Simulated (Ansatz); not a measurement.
## How far each method lies from RCCSDTQ for WH, quartet

Geometry: a PBE0/def2-TZVP stationary point for this spin.

```xyz
2

W     0.0000    0.0000    0.0000
H     0.0000    0.0000    1.6900
```

Basis def2-TZVP with its core potentials; Ansatz 0.2.0. Correlated methods freeze the noble-gas cores, which leaves 7 electrons in 42 orbitals. Prefix R: restricted or restricted open-shell reference; prefix U: unrestricted. Active spaces: pair = (5e, 5o) about the gap; valence = (7e, 7o) chosen from the atoms' valence shells. No spin–orbit coupling is included; scalar relativity enters through the core potentials alone. The metal's outer-core shells are frozen, which leaves out core–valence correlation.

Full CI isn't at hand for all of this; RCCSDTQ serves as the reference, and is uncertain by the last step of the cluster series or more. The frozen core follows each run's orbitals, which can shift R against U totals by a few meV for light atoms and by up to 0.1 eV past Ca.

For open shells CISD is restricted-active-space CI with the open shells as a complete middle space.

```
UHF ⟨S²⟩                            : 4.550
⟨S²⟩ of the determinant under UCCSD : 4.514
T1 diagnostic (RCCSD)               : 0.0385
largest doubles amplitude (RCCSD)   : 0.148
```

```
                     level  E − E(RCCSDTQ) (kJ/mol)  share of correlation (%)  wall time
                       RHF                    380.2                      0.00          –
                      RMP2                     83.0                     78.16          –
                      CISD                     44.0                     88.44      5.5 s
                     RCCSD                     24.0                     93.69          –
                  RCCSD(T)                      7.4                     98.05        9 s
                    RCCSDT                      1.3                     99.65          –
                 RCCSDT(Q)                      0.1                     99.97       28 s
       CASSCF (pair space)                    324.7                     14.59          –
       NEVPT2 (pair space)                     83.9                     77.94      3.3 s
       MRCISD (pair space)                     36.1                     90.51          –
     MRCISD+Q (pair space)                      7.1                     98.13      4.1 s
    CASSCF (valence space)                    292.4                     23.09          –
    NEVPT2 (valence space)                     86.8                     77.17      2.1 s
NEVPT4(SD) (valence space)                     17.7                     95.34      2.7 s
    MRCISD (valence space)                     23.3                     93.86          –
  MRCISD+Q (valence space)                      2.7                     99.29      2.6 s
```

The correlation energy at RCCSDTQ, counted from RHF, is -3.940 eV. That run took 60 s on 2 threads of AMD EPYC 7R13 with a shared H100 80 GB, shared host.

Run but not shown, since their state, orbitals or frozen core can't be matched to the reference's or they repeat it: UHF, UMP2, UCCSD, UCCSD(T), UCCSDT, UCCSDT(Q).

Times hold each run's SCF and search for its determinant on a shared host, so for small cases they say little of a method's own cost; they ran on 1 thread of AMD EPYC 7R13.

Natural occupations of CASSCF (valence space) about the gap: 1.959 1.799 1.000 1.000 1.000 0.197 0.045; effectively unpaired electrons, Σ n²(2−n)², 3.27.
